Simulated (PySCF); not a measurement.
**NMR data sheet: C3H4F2O**

```
Formula                               : C3H4F2O
SMILES                                : CO/C(F)=C\F
InChI                                 : InChI=1S/C3H4F2O/c1-6-3(5)2-4/h2H,1H3/b3-2-
Point group of the computed structure : Cs
Degrees of unsaturation               : 1
Carbon signals                        : 3
Proton signals                        : 2
```

Atom-mapped SMILES (the numbers label the heavy atoms): `[CH3:1][O:2]/[C:3]([F:4])=[CH:5]\[F:6]`. Hydrogens are named by the atom that carries them.

Theory: spin–spin couplings from B3LYP/pcJ-1 (spin–dipole term only in couplings to heteroatoms), geometry from GFN2-xTB, NMR shieldings at PBE0/pcSseg-1/GIAO, in PySCF 2.14 (one computed conformer, non-relativistic Hamiltonian, no solvent, equivalent nuclei averaged).

Shifts are taken against calculated references (same method and geometry level): ¹H, ¹³C against TMS; ¹⁹F against CFCl3; H2O for ¹⁷O.

| carbon | δC, type | δH (multiplicity, J in Hz) | HMBC from (abs. J ≥ 3 Hz) | span of the C tensor (ppm) |
| --- | --- | --- | --- | --- |
| C1 | 54.8, CH3 | 3.97 (d, 2.4) | – | 78 |
| C3 | 167.2, C | – | H(C5), H(C1) | 120 |
| C5 | 128.1, CH | 6.89 (d, 77.9) | – | 89 |

Other nuclei:
```csv
atoms,nucleus,environment,δ (ppm),σ (ppm)
F4,¹⁹F,vinylic fluorine,-152.4,323.3
F6,¹⁹F,vinylic fluorine,-227.4,398.4
O2,¹⁷O,ether oxygen,88.2,247.9
```

Selected couplings (Hz, signed; the shortest-range and largest first, 30 at most; isotopes ¹³C, ¹⁹F, ¹H): ¹J(C3,F4) -341.2, ¹J(C5,F6) -303.2, ¹J(C5,H(C5)) 215.1, ¹J(C1,H(C1)) 151.6, ¹J(C3,C5) 148.0, ²J(F4,C5) 81.2, ²J(F6,H(C5)) 77.9, ²J(C3,F6) 30.4, ²J(C1,C3) -2.2, ³J(F4,F6) -167.4, ³J(C1,F4) 19.9, ⁴J(F4,H(C1)) 2.4.

- Carbon types of the structure: 1 × C, 1 × CH, 1 × CH3, which accounts for all hydrogens.
- δC 167.2: alkene carbon bearing oxygen; an sp2 carbon further deshielded by the attached heteroatom.
- δC 128.1: β carbon of an enol-ether or enamine type C=C.
- δC 54.8: methyl carbon bonded to O; the inductive effect lowers its shielding.
- δH 6.89: hydrogen on a β carbon of an enol-ether or enamine type C=C; olefinic region.
- δH 3.97: hydrogen on a methyl carbon bonded to O; its carbon carries O, hence the downfield position.

C–F couplings over four or more bonds (about 3 Hz to the para carbon of a fluoroarene) are left out. Common functionals overestimate the size of one-bond C–F couplings by tens of Hz; these are unscaled. Splittings below 1 Hz are ignored in the labels, and close J values are merged. Shifts are as computed. Against solution values, carbons near 30 ppm lie about +3 ppm off and those near 130 ppm about +5 ppm. Of 1211 compounds with measured shifts, 218 miss one by over three times the rms of a fit or turn the order of signals round; such compounds aren't used in these exercises. Unscaled 19F shifts against computed CFCl3 carry errors that often reach 10 to 50 ppm. Experimental scales use liquid or dissolved standards, which lie at an offset from isolated H2O (liquid H2O: subtract about 36 ppm).
